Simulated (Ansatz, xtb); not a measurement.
# H5OSi2+: where a starting geometry ends

The starting geometry of this gas-phase triplet was built from a drawn formula by distance geometry and a force field; its bonds are those of `[OH2+][SiH2][SiH]`.

```xyz
8

O    -2.8987    0.9291    2.5194
Si   -2.4019    0.5346    1.0186
Si   -3.1931    2.0037   -0.5142
H    -2.6857    1.8956    2.7025
H    -2.4278    0.3170    3.1936
H    -0.8987    0.5979    1.1084
H    -2.7854   -0.8661    0.7694
H    -3.3435    3.2701    0.2968
```

Task: Predict what it relaxes into with r2SCAN-D4/def2-SVP.

Result: It keeps its bonds, and is `[OH2+][SiH2][SiH]`. Distances that change by over a tenth: O1–Si2 (1.63 → 1.91 Å).

The energy falls by 1.23 eV over 16 steps:

```tsv
step	E − E(last) (eV)
1	1.233
3	0.200
4	0.101
6	0.022
8	0.007
9	0.004
11	0.001
13	0.000
14	0.000
16	0.000
```

Final geometry (Å):

```yaml
atoms:
  - { symbol: O, position_ang: [-2.7469, 0.7835, 2.7562] }
  - { symbol: Si, position_ang: [-2.3206, 0.6383, 0.9049] }
  - { symbol: Si, position_ang: [-3.6042, 2.1153, -0.2698] }
  - { symbol: H, position_ang: [-2.6417, 1.6038, 3.2739] }
  - { symbol: H, position_ang: [-2.7366, 0.0096, 3.3522] }
  - { symbol: H, position_ang: [-0.8577, 0.8948, 0.9447] }
  - { symbol: H, position_ang: [-2.6972, -0.7904, 0.8176] }
  - { symbol: H, position_ang: [-3.0300, 3.4270, -0.6853] }
```

From the same start GFN2-xTB ends elsewhere, in pieces: H3Si2 + H2O.

No frequencies were run, so the end isn't proven a minimum. Open shells are spin-unrestricted. The triplet needn't be the ground state. Run with Ansatz 0.2.0, 2.4 min on 1 thread of Arm Neoverse V2 (shared host).
